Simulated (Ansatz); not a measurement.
System: CH₅Si, charge 0, doublet. CH5Si (SMILES [CH2][SiH3], doublet).
B3LYP-D3(BJ)/def2-TZVP minimum from Ansatz (an electronic-structure program):
```
Si
H 1 1.4823
H 1 1.4830 2 109.47
H 1 1.4878 2 107.84 3 116.74
C 1 1.8421 2 110.29 4 121.63
H 5 1.0839 1 122.71 2 -26.73
H 5 1.0841 6 114.66 1 177.78
```
Charge 0, spin multiplicity 2.

Total energies in hartree (Ansatz). UHF or UKS for unpaired electrons; spin-orbit terms are left out. Cores are frozen in correlated methods. No relativity. For partners of very few electrons the exact lower level stands in for a higher one.

```tsv
species	HF/aug-cc-pV(T+d)Z	CCSD(T)/aug-cc-pV(T+d)Z	HF/aug-cc-pV(Q+d)Z	CCSD(T)/aug-cc-pV(Q+d)Z	CCSD(T)/aug-cc-pV(D+d)Z	CCSDT(Q)/aug-cc-pV(D+d)Z
1: CH5Si (SMILES [CH2][SiH3], doublet)	-329.69668	-330.02860	-329.70257	-330.04802	-329.95751	-329.95893
2: C (triplet)	-37.69181	-37.78183	-37.69335	-37.78687	-37.76487	-37.76529
3: Si (triplet)	-288.85669	-288.93415	-288.85846	-288.93799	-288.91972	-288.92029
4: H (doublet)	-0.49982	-0.49982	-0.49995	-0.49995	-0.49933	-0.49933
```

Work out the atomisation energy (electronic, to ground-state atoms) in kJ/mol: take Hartree-Fock from aug-cc-pV(Q+d)Z, extrapolate the CCSD(T) correlation energy as X^-3 (X = 3, 4), and add CCSDT(Q) - CCSD(T) in aug-cc-pV(D+d)Z. 1 hartree = 2625.5 kJ/mol.


Species 1: correlation (64·(-0.34545) - 27·(-0.33192))/37 = -0.35532; step -0.00142; E1 = -329.70257 + (-0.35532) + (-0.00142) = -330.05931
Species 2: correlation (64·(-0.09352) - 27·(-0.09002))/37 = -0.09607; step -0.00042; E2 = -37.69335 + (-0.09607) + (-0.00042) = -37.78984
Species 3: correlation (64·(-0.07953) - 27·(-0.07746))/37 = -0.08104; step -0.00057; E3 = -288.85846 + (-0.08104) + (-0.00057) = -288.94007
Species 4: correlation (64·(0.00000) - 27·(0.00000))/37 = 0.00000; step +0.00000; E4 = -0.49995 + (0.00000) + (+0.00000) = -0.49995
-1·E1 +1·E2 +1·E3 +5·E4 = 0.82965 hartree = 2178.2 kJ/mol.
